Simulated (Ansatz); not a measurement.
**PHO (triplet): wave-function methods side by side, cc-pVTZ**

One table from this session's results is given with a row withheld; the runs are named, their logs left out.

The runs use Ansatz 0.2.0, Gaussian basis; cc-pVTZ, core rule «outside noble gas», up to 6 orbitals frozen.

To be run: UHF; CCSD(T) on ROHF; CCSD(T) on UHF; BCCD(T) on ROHF; CCSDT(Q) on ROHF; CCSDT(Q) on UHF; CASSCF and MRCISD+Q, 12 electrons in 9 orbitals; CASSCF and NEVPT2, 12 electrons in 9 orbitals.

4 further runs of the same task are left out: 4 set aside as unsound or not needed.

## What is computed

The geometry is a PBE0/def2-TZVP stationary point (not a proven minimum).

3 atoms, charge 0, spin multiplicity 3.

Atoms are counted from 1 here; the program's logs count them from 0.

Bond lengths: O1–P2 1.634 Å, O1–H3 0.963 Å. Angles: P2–O1–H3 114.8°.

Coordinates:

```xyz
3
HOP
O     0.0000   -0.1018    1.0417
P     0.0000    0.0286   -0.5874
H     0.0000    0.7367    1.5146
```

Set-up of the first run:

The input, in.yaml:

```yaml
crystal:
  periodic: [false, false, false]
  atoms:
    - {symbol: O, position_ang: [0.000000, -0.101812, 1.041721]}
    - {symbol: P, position_ang: [0.000000, 0.028618, -0.587387]}
    - {symbol: H, position_ang: [0.000000, 0.736686, 1.514642]}
basis:
  gaussian: {orbitals: cc-pVTZ}
magnetization: {spin_polarized: true, initial_magnetization: 2}
hamiltonian: {xc: hf}
output: {orbitals: {seedname: orbitals}}
```

On the command line:

```
ansatz run in.yaml --threads 1 --pin off --events-out ev --progress --plain --max-ram 4096MiB --backend cpu
```

Among the steps run: UHF; CCSD(T) on ROHF; CCSD(T) on UHF; BCCD(T) on ROHF; CCSDT(Q) on ROHF; CCSDT(Q) on UHF; CASSCF and MRCISD+Q, 12 electrons in 9 orbitals; CASSCF and NEVPT2, 12 electrons in 9 orbitals.

One of the session's tables, all rows but one given; the rest of the session is left out.

| method | from UCCSDT(Q) (kJ/mol) |
| --- | --- |
| ROHF | +1009.3 |
| UHF | +990.4 |
| RMP2 | +84.6 |
| UMP2 | +89.9 |
| RCCSD | ? |
| UCCSD | +40.7 |
| RCCSD(T) | +3.8 |
| UCCSD(T) | +3.8 |
| BCCD(T) | +3.6 |
| RCCSDT | +2.1 |
| UCCSDT | +1.9 |
| RCCSDT(Q) | +0.4 |
| UCCSDT(Q) | 0 |
| CASSCF valence | +852.3 |
| NEVPT2 valence | +155.5 |
| MRCISD valence | +84.9 |
| MRCISD+Q valence | +16.1 |

Estimate the missing values for RCCSD.

The run gave: from UCCSDT(Q) (kJ/mol): +41.2. In the column «from UCCSDT(Q) (kJ/mol)» it lies between UCCSD (+40.7) and RMP2 (+84.6).

Some runs used a GPU and others CPU threads alone; cost is compared among the CPU runs only.

With the free atoms at the same levels and basis (separate runs), the atomisation energy is 7.979 eV at UCCSDT(Q), 7.978 eV at RCCSD(T), 7.973 eV at UCCSD(T), 4.991 eV at ROHF.

To keep in mind: Of the multireference levels listed MRCISD+Q valence comes nearest in total energy (+16.1 kJ/mol), which doesn't show that its space is the better one. Restricted and unrestricted rows rest on different reference determinants; where their highest levels disagree by more than a few hundredths of an eV, they describe different states and don't form one ladder.
